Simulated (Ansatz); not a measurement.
**Which is lower?**

Two relaxed structures of C2H4N (charge -1), singlet (PBE0-D4/def2-TZVPD; forces vanish, vibrations not checked).

A:

C1  (-0.964, 0.327, -0.326)
C2  (0.297, 0.023, 0.141)
N3  (0.960, -1.128, 0.059)
H4  (-1.572, -0.411, -0.845)
H5  (-1.374, 1.322, -0.182)
H6  (0.789, 0.879, 0.647)
H7  (1.866, -1.012, 0.505)
(Å)

B:

C1  (0.891, -1.058, -0.080)
C2  (0.280, 0.077, 0.260)
N3  (-1.109, 0.356, -0.058)
H4  (-1.399, -0.421, -0.652)
H5  (-1.177, 1.201, -0.620)
H6  (0.699, 0.909, 0.857)
H7  (1.916, -1.073, 0.336)
(Å)

Program: Ansatz 0.2.0. Basis: def2-TZVPPD. Cores are frozen in the correlated methods. B3LYP uses VWN-RPA correlation.

Problem. Which structure is lower at CCSD(T), and by how much? (To be estimated.)

Solution. The calculation gives: A, by 115.1 kJ/mol (electronic energy, against the other). By their contacts, A is C₂H₄N ([CH2][CH][NH]), total charge -1 and B is C₂H₄N ([CH][CH][NH2]), total charge -1.

All methods give the same order:

```json
{"method": "PBE-D4", "E(B) − E(A) (kJ/mol)": "124.8"}
{"method": "r2SCAN-D4", "E(B) − E(A) (kJ/mol)": "128.2"}
{"method": "PBE0-D4", "E(B) − E(A) (kJ/mol)": "125.8"}
{"method": "B3LYP-D4", "E(B) − E(A) (kJ/mol)": "126.0"}
{"method": "wB97M-V", "E(B) − E(A) (kJ/mol)": "117.0"}
{"method": "HF", "E(B) − E(A) (kJ/mol)": "119.6"}
{"method": "MP2", "E(B) − E(A) (kJ/mol)": "123.2"}
{"method": "CCSD", "E(B) − E(A) (kJ/mol)": "114.9"}
{"method": "CCSD(T)", "E(B) − E(A) (kJ/mol)": "115.1"}
```

The T1 diagnostic stays at or below 0.018.

Labels in which every atom is bracketed show which atoms are joined, not bond orders.

For scale, one of the runs: CCSD(T)/def2-TZVPPD, 179 basis functions, launched by `ansatz run in.yaml --threads 2 --pin off --events-out ev --progress --plain --max-ram 4352MiB`. The run took 35 s on 2 CPU threads of an Arm Neoverse V1 (shared host), with 1.8 GiB of host memory at its peak.
